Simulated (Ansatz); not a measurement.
# Smallest direct gap on the k points sampled of zinc-blende ZnSe at several levels of theory

No measured value is used here.

```tsv
level (code)	value (eV)	cell (Å³/atom)
LDA+SOC (Ansatz)	0.90	22.76
PBE (Ansatz)	1.29	22.76
PBE-D3(BJ) (Ansatz)	___	22.60
r²SCAN-D4 (Ansatz)	1.92	22.47
B3LYP (VWN-RPA form) (Ansatz)	2.61	22.76
LC-ωPBE (Ansatz)	___	21.98
Hartree–Fock (Ansatz)	8.97	22.76
```

**Question.** Complete the blanks.

**Answer.** 
- PBE-D3(BJ) (Ansatz, a program for electronic structure), value (eV): 1.32
- LC-ωPBE (Ansatz), value (eV): 7.09

Computed values are for a static lattice. Spin–orbit coupling is included only where a level's name says +SOC; with heavier elements it mostly lowers gaps and can invert bands.  Values are at the measured cell; PBE-D3(BJ) at the level's own relaxed cell; r²SCAN-D4 at the level's own relaxed cell; LC-ωPBE at the level's own relaxed cell. Cutoffs and k meshes differ between the levels. Ansatz's density-functional and Hartree–Fock values are scalar-relativistic unless marked +SOC, with PAW data made under PBE.
